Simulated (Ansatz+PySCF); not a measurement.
**singlet LiH₂F in separate pieces: levels of theory in one basis**

```xyz
4

Li    0.0000    0.0000   -0.3995
H     0.0000    0.0000    1.1984
H    10.0000    0.0000   -0.8282
F    10.0000    0.0000    0.0920
```

Basis set: cc-pVDZ (spherical functions). Correlated methods keep 1 orbital frozen. Charge 0, multiplicity 1.

Computed with Ansatz (development build ahead of 0.2.0); each method stands on the lowest determinant of its kind that the runs found. NEVPT2 correlates all electrons. Active spaces start from the frontier orbitals, and the lowest solution found is given.

| method | E − E(RHF) (eV) | <S²> of the determinant |
| --- | --- | --- |
| RHF | 0.00 | 0.00 |
| RHF-MP2 | -6.11 | – |
| RHF-CCSD | -6.48 | – |
| RHF-CCSD(T) | -6.53 | – |
| CASSCF(4,4) | -1.10 | – |
| CASSCF(2,2) | -0.65 | – |
| SC-NEVPT2(2,2) | -6.23 | – |

What does SC-NEVPT2(4,4) give on the same scale?

-6.30 eV. NEVPT2 here correlates all electrons, so it doesn't share the others' frozen core.

Is a single determinant a sound starting point here?

By this sign, yes. Unrestricted orbitals gain 0.00 eV and <S²> is 0.00 against 0.00 for a pure state. The CASSCF(4,4) natural occupations are 1.98, 1.96, 0.04, 0.02. The CASSCF(2,2) natural occupations are 1.98, 0.02.

Caution for CASSCF(4,4), CASSCF(2,2): other starts end on other solutions of this active space.
